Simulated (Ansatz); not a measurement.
Reaction: C2H3 (SMILES [CH]=C, doublet) → C2H3- (SMILES [CH-]=C) (an electron is taken up)
Each species at its own B3LYP-D3(BJ)/def2-TZVP minimum (Ansatz, an electronic-structure program).

Total energies in hartree (Ansatz). UHF or UKS for unpaired electrons; spin-orbit terms are left out. Correlated methods leave the cores frozen. No relativity. The UHF reference of C2H3 ([CH]=C, doublet) is spin-contaminated (<S^2> up to 0.19 over the pure value in the sets run).

```csv
species,HF/aug-cc-pVTZ,CCSD(T)/aug-cc-pVTZ,HF/aug-cc-pVQZ,CCSD(T)/aug-cc-pVQZ,CCSD(T)/aug-cc-pVDZ,CCSDT(Q)/aug-cc-pVDZ
"1: C2H3 (SMILES [CH]=C, doublet)",-77.42048,-77.75692,-77.42500,-77.77556,-77.68688,-77.68879
2: C2H3- (SMILES [CH-]=C),-77.39147,-77.78051,-77.39584,-77.79975,-77.70924,-77.71089
```

Question: Work out the adiabatic electron affinity (electronic), positive where energy is released in eV: take Hartree-Fock from aug-cc-pVQZ, extrapolate the CCSD(T) correlation energy as X^-3 (X = 3, 4), and add CCSDT(Q) - CCSD(T) in aug-cc-pVDZ. 1 hartree = 27.211 eV.

Answer: 
Species 1: correlation (64·(-0.35056) - 27·(-0.33644))/37 = -0.36086; step -0.00191; E1 = -77.42500 + (-0.36086) + (-0.00191) = -77.78777
Species 2: correlation (64·(-0.40391) - 27·(-0.38904))/37 = -0.41476; step -0.00165; E2 = -77.39584 + (-0.41476) + (-0.00165) = -77.81225
+1·E1 -1·E2 = 0.02448 hartree = 0.67 eV.
